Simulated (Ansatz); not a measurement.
Two shapes of singlet CH₃F.

Shape 1:

```xyz
5

C    -0.0144   -0.0466   -0.6295
F    -0.0296   -0.0257    0.7758
H     0.0243   -1.0750   -0.9768
H    -0.9243    0.5199   -1.0386
H     0.9044    0.4687   -1.0010
```

Shape 2:

```xyz
5

C     0.0000    0.0000   -0.6682
F     0.0000    0.0000    0.8043
H     0.0000   -1.1189   -1.0763
H    -0.9690    0.5595   -1.0763
H     0.9690    0.5595   -1.0763
```

Basis set: 6-31G* (spherical functions). Left uncorrelated: 2 orbitals. Charge 0, multiplicity 1.

Computed with Ansatz (development build ahead of 0.2.0); each method stands on the lowest determinant of its kind that the runs found.

**Question.** Which shape is lower in energy, and by how much in each method?

**Answer.**

```csv
method,E(2) − E(1) (eV)
RHF,0.680
RHF-MP2,0.497
```

Shape 1 is lower.
